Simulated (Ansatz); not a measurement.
Input for Ansatz (development build ahead of 0.2.0):

```yaml
crystal:
  periodic: [false, false, false]
  atoms:
    - { symbol: C, position_ang: [1.4, 0.0, 0.0] }
    - { symbol: C, position_ang: [0.7, 1.21244, 0.0] }
    - { symbol: C, position_ang: [-0.7, 1.21244, 0.0] }
    - { symbol: C, position_ang: [-1.4, 0.0, 0.0] }
    - { symbol: C, position_ang: [-0.7, -1.21244, 0.0] }
    - { symbol: C, position_ang: [0.7, -1.21244, 0.0] }
    - { symbol: H, position_ang: [3.8, 0.0, 0.0] }
    - { symbol: H, position_ang: [1.2425, 2.15207, 0.0] }
    - { symbol: H, position_ang: [-1.2425, 2.15207, 0.0] }
    - { symbol: H, position_ang: [-2.485, 0.0, 0.0] }
    - { symbol: H, position_ang: [-1.2425, -2.15207, 0.0] }
    - { symbol: H, position_ang: [1.2425, -2.15207, 0.0] }
basis:
  gaussian: { orbitals: def2-TZVP }
magnetization:
  initial_magnetization: 2
hamiltonian:
  xc: hf
```

The input is written out in the form of the current development build from the run's settings.

Output:

```json
{"Converged": "yes", "Total energy": "-230.61436 hartree", "Spin squared of the determinant": "2.000", "Stability test": "minimum among restricted orbitals"}
```

Caution: other spin multiplicities may lie lower.
